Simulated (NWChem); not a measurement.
# SiH4 anion, doublet; SMILES of the neutral closed-shell parent [SiH4]

```xyz
5

Si     0.0000     0.0000     0.0008
H      0.9962     0.7013     0.8623
H     -0.9962    -0.7013     0.8623
H      0.7013    -0.9962    -0.8607
H     -0.7013     0.9962    -0.8607
```
Atoms are numbered in this order, from 1.

All runs: NWChem. Pople sets run with spherical d functions. Spin-unrestricted. In the optimisation the excess spin sits in a (C2, its own frame). Sets without diffuse functions describe the anion's extra electron poorly. The geometry was optimised at B3LYP/def2-SVPD, spin-unrestricted. The spin multiplicity was typed, not searched, and may not be the lowest. No stability test was run on the SCF state. The highest occupied level is positive in some or all of these runs, so the extra electron may be held by the finite basis. B3LYP is NWChem's, with the RPA form of VWN correlation. Atomic charges in e: unrestrained fits to the electrostatic potential beside Mulliken populations; buried atoms are poorly determined by the fit.

For level UHF/6-31G*:

| Property | Result |
|---|---|
| ESP Si1 | -0.23 |
| Mulliken Si1 | -0.27 |

### Question
What are these values for level B3LYP/def2-SVP?

### Answer
- ESP Si1: 0.05
- Mulliken Si1: -0.15
